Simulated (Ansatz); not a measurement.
# CH₄NSi+: an energy map over bond length C1–Si2 and angle H5–C1–Si2

A grid of calculations on CH4NSi, SMILES C=[Si+]N, charge +1, to see where the energy is lowest and how it rises around there.

The runs use Ansatz 0.2.0; RKS r2SCAN-D4/def2-TZVP.

## 1. The system as given

7 atoms, charge 1, spin multiplicity 1.

Atoms are counted from 1 here; the program's logs count them from 0.

Bond lengths: C1–Si2 1.742 Å, C1–H4 1.111 Å, C1–H5 1.110 Å, Si2–N3 1.665 Å, N3–H6 1.029 Å, N3–H7 1.031 Å. Angles: Si2–C1–H4 116.9°, Si2–C1–H5 117.3°, H4–C1–H5 113.8°, C1–Si2–N3 137.4°, Si2–N3–H6 123.1°, Si2–N3–H7 123.3°, H6–N3–H7 113.5°.

Coordinates:

```
C    -1.15694    0.28375   -1.03100
Si   -0.28689    0.09198    0.46617
N     1.25654   -0.31278    0.94348
H    -1.91953   -0.48689   -1.27163
H    -1.45445    1.31404   -1.31811
H     1.54412   -0.36638    1.93018
H     2.01716   -0.52372    0.28090
```

This geometry comes from a loose relaxation at PBE in a small basis, which is not shown.

## 3. Plan of the scan

First coordinate, bond length C1–Si2: 11 values from 1.483 to 2.413 Å. Second coordinate, angle H5–C1–Si2: 11 values from 92.2 to 142.2 °.

Nothing else is relaxed (all other coordinates rigid). Energies count from the relaxed molecule at the same level. Points are written as (first, second).

(The set-up runs are not shown.)

## 4. Point (1.762 Å, 117.2°)

input.yaml reads:

```yaml
crystal:
  periodic: [false, false, false]
  atoms:
    - { symbol: C, position_ang: [-1.14603, 0.278998, -1.021492] }
    - { symbol: Si, position_ang: [-0.258184, 0.079548, 0.487346] }
    - { symbol: "N", position_ang: [1.262827, -0.310558, 0.966335] }
    - { symbol: H, position_ang: [-1.902242, -0.472899, -1.257899] }
    - { symbol: H, position_ang: [-1.437876, 1.294375, -1.298555] }
    - { symbol: H, position_ang: [1.544472, -0.363917, 1.938262] }
    - { symbol: H, position_ang: [2.014038, -0.522571, 0.316918] }
total_charge: 1
basis:
  gaussian: { orbitals: def2-TZVP }
hamiltonian:
  xc: r2scan
  dispersion: d4
output:
  forces: true
```

Started as:

```
ansatz run input.yaml --threads 1 --pin off --max-ram 2560MiB --backend cpu --events-out ev --progress --plain --runs-dir out
```

The session goes on with these runs: all other points of the grid.

What does the calculation give? Wanted: lowest point; highest computed point; largest force on an atom.

The runs gave:

| quantity | value |
| --- | --- |
| lowest point | (1.762 Å, 117.2°), 0.43 kcal/mol |
| highest computed point | (2.413 Å, 142.2°), 58.9 kcal/mol above the lowest |
| largest force on an atom (eV/Å) | 0.9 at (1.762 Å, 117.2°) to 12.9 at (1.483 Å, 92.2°); 0.9 at the lowest point |
| time for the whole task | 17 min on 1 thread, shared host |

**Reading.** The lowest computed point is at (1.762 Å, 117.2°), 0.43 kcal/mol from the relaxed molecule at the same level. The grid is coarse, so the true minimum lies between grid points and may sit elsewhere than the lowest one. No other kind of well shows on this grid. The highest computed point, (2.413 Å, 142.2°), lies 58.9 kcal/mol above the lowest. Round the minimum the valley is somewhat tilted: raising bond length C1–Si2 shifts the best value of angle H5–C1–Si2 downwards (coupling k₁₂/√(k₁₁k₂₂) about 0.1).
